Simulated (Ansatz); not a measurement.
Geometry optimisation, Ansatz, RKS B3LYP/STO-3G.

Input:

```yaml
crystal:
  periodic: [false, false, false]
  atoms:
    - { symbol: C, position_ang: [-0.2736, 0.7733, 0.867] }
    - { symbol: C, position_ang: [0.1929, -0.4796, 0.2477] }
    - { symbol: S, position_ang: [1.9148, -0.2915, -0.2406] }
    - { symbol: C, position_ang: [-0.5135, -0.8859, -0.9819] }
    - { symbol: O, position_ang: [-1.5103, -0.2621, -1.487] }
    - { symbol: H, position_ang: [0.2447, 1.1114, 1.7493] }
    - { symbol: H, position_ang: [-0.2502, 1.6537, 0.1484] }
    - { symbol: H, position_ang: [-1.3327, 0.7238, 1.1452] }
    - { symbol: H, position_ang: [0.1221, -1.2686, 1.0241] }
    - { symbol: H, position_ang: [1.7717, 0.7328, -1.0531] }
    - { symbol: H, position_ang: [-0.3006, -1.8644, -1.3984] }
basis:
  gaussian: { orbitals: STO-3G }
hamiltonian:
  xc: b3lyp
relax:
  f_tol: 0.02
  max_steps: 40
scf:
  lower_state_search: "off"
```

Run as:

```bash
$ ansatz run input.yaml --threads 1 --pin off --max-ram 2048MiB --backend cpu --events-out ev --progress --plain --runs-dir out
```

**Question.** Where does it end, and by what steps?

**Answer.** The run converged. Limits of this set-up: minimal basis. After 9 steps the energy has fallen by 0.682 eV; O5 moved furthest, 0.17 Å.

| step | energy less start (eV) | largest force component (eV/Å) | accepted |
| --- | --- | --- | --- |
| 0 | 0.0000 | 4.659 | yes |
| 1 | -0.2669 | 4.721 | yes |
| 2 | -0.5614 | 2.394 | yes |
| 3 | -0.6203 | 2.014 | yes |
| 4 | -0.6324 | 1.283 | yes |
| 5 | -0.6794 | 0.116 | yes |
| 6 | -0.6811 | 0.075 | yes |
| 7 | -0.6813 | 0.046 | yes |
| 8 | -0.6817 | 0.054 | yes |
| 9 | -0.6819 | 0.012 | yes |

```xyz
11
Properties=species:S:1:pos:R:3
C -0.337 0.842 0.896
C 0.231 -0.460 0.254
S 2.006 -0.335 -0.237
C -0.603 -0.900 -1.002
O -1.422 -0.173 -1.606
H 0.274 1.148 1.759
H -0.349 1.662 0.161
H -1.371 0.676 1.238
H 0.190 -1.285 0.990
H 1.797 0.712 -1.085
H -0.348 -1.943 -1.348
```

Whether the end is a true minimum wasn't checked by a vibrational analysis.

Time of the run: 27 s on 1 thread of Intel(R) Xeon(R) Platinum 8259CL CPU @ 2.50GHz (Skylake/Cascade Lake), with other jobs on the host, peak memory 0.13 GiB.
